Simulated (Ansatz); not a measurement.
`[OH][AlH2]` + H₂S → `[AlH2][SH]` + H₂O at 500 K and 1 bar (ligand exchange at the Al–O bond).

Gas-phase electronic energies from Ansatz, PBE0-D4/def2-TZVP geometries. CCSD(T)/CBS is frozen-core, at the limit of the def2 triple- and quadruple-zeta sets.

```json
{"species": "`[OH][AlH2]`", "CCSD(T)/CBS energy (Eh)": "-319.02762", "H − E (kJ/mol)": "95.7", "S (J/(mol·K))": "286.7"}
{"species": "H₂S", "CCSD(T)/CBS energy (Eh)": "-398.97119", "H − E (kJ/mol)": "57.0", "S (J/(mol·K))": "224.0"}
{"species": "`[AlH2][SH]`", "CCSD(T)/CBS energy (Eh)": "-641.61534", "H − E (kJ/mol)": "86.7", "S (J/(mol·K))": "303.7"}
{"species": "H₂O", "CCSD(T)/CBS energy (Eh)": "-76.37685", "H − E (kJ/mol)": "73.2", "S (J/(mol·K))": "206.3"}
```

H − E and S are ideal-gas, rigid-rotor, harmonic terms from PBE0-D4/def2-TZVP. 1 Eh = 2625.50 kJ/mol, R = 8.31446 J/(mol·K).

Task: By hand: ΔE, ΔH, ΔS and ΔG.

Result: ΔE = (-641.61534) + (-76.37685) − (-319.02762) − (-398.97119) = 0.00662 Eh = 17.4 kJ/mol. Δ(H − E) = 86.7 + 73.2 − 95.7 − 57.0 = 7.2, so ΔH = 24.6 kJ/mol. ΔS = 303.7 + 206.3 − 286.7 − 224.0 = -0.7 J/(mol·K). ΔG = 24.6 − 500 × (-0.7)/1000 = 25.0 kJ/mol.

Task: By hand: the equilibrium constant, and the temperature at which ΔG would vanish if ΔH and ΔS stayed fixed.

Result: log₁₀ K = −ΔG/(RT ln 10) = -2.6. ΔH and −TΔS have one sign here, so there is no such temperature. One of them is within its doubt of zero, so this could turn.

The number of gas molecules stays the same, so ΔS is small and ΔH decides. A doubt of 5 kJ/mol in ΔE shifts log₁₀ K by 0.5 here. These are equilibria of isolated gas molecules and say nothing of rates. Largest T1 diagnostic: 0.012 (customary marks: 0.02 for closed shells, 0.045 for open ones).
